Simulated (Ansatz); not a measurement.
# H3N, SMILES N: an active-space calculation

Run with Ansatz 0.2.0 through its Python package.

`run_cas.py`
```python
"""Active-space calculation on H3N."""

import ansatz as az
from ase import Atoms


def main() -> None:
    atoms = Atoms(["N", "H", "H", "H"], positions=[
        [-0.06816, 0.24283, 0.10806],
        [0.49193, -0.30047, 0.75338],
        [-0.89196, -0.30062, -0.11835],
        [0.46819, 0.35825, -0.74309],
    ])
    mol = az.Crystal.molecule_from_ase(atoms)

    calculation = (
        mol.calculation()
        .basis(gaussian="cc-pVDZ")
        .correlation(active_electrons=4, active_orbitals=5)
    )
    for method in [None]:
        r = (calculation if method is None else calculation.correlation(method)).run(threads=1).report
        space = r["configurations"]
        state = space["states"][0]
        print(method or "casscf", f"total {r['free_energy_ev'] / 27.211386246:.6f} Ha, active-space state {state['energy']['hartree']:.6f} Ha, mean field {r['reference_energy_ev'] / 27.211386246:.6f} Ha")
        print("  determinants", state["n_determinants"], " natural occupations", [round(n, 3) for n in space["natural_occupations"]])


if __name__ == "__main__":
    main()
```

Running `python run_cas.py` prints:
```text
casscf total -56.242830 Ha, active-space state -56.242830 Ha, mean field -56.195418 Ha
  determinants 100  natural occupations [1.979, 1.976, 0.021, 0.02, 0.004]
```

Reading the output:
- Total energies depend on the basis set; only differences at equal settings carry meaning.
- The geometry is a force-field or estimated start, not a minimum of this method, and the basis set is short of its limit. The active space starts as a window about the frontier orbitals and is then optimised, not chosen by chemistry.
- Wall time of the script: 0.9 s on 1 thread of Arm Neoverse V1, with other jobs on the host, peak memory 0.14 GiB.
